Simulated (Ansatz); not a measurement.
**doublet Na2(+): levels of theory in one basis**

```
atom   x (Å)   y (Å)    z (Å)
  Na  0.0000  0.0000  -1.8530
  Na  0.0000  0.0000   1.8530
```

Basis set: def2-SVP (spherical functions). Correlated methods keep 2 orbitals frozen. Correlation on ROHF uses semicanonical orbitals with singles. Charge 1, multiplicity 2.

Computed with Ansatz (development build ahead of 0.2.0); each method stands on the lowest determinant of its kind that the runs found.

```json
{"method": "ROHF", "E − E(ROHF) (eV)": "0.00", "<S²> of the determinant": "0.75"}
{"method": "ROHF-MP2", "E − E(ROHF) (eV)": "-0.05", "<S²> of the determinant": "–"}
{"method": "ROHF-CCSD(T)", "E − E(ROHF) (eV)": "-0.05", "<S²> of the determinant": "–"}
```
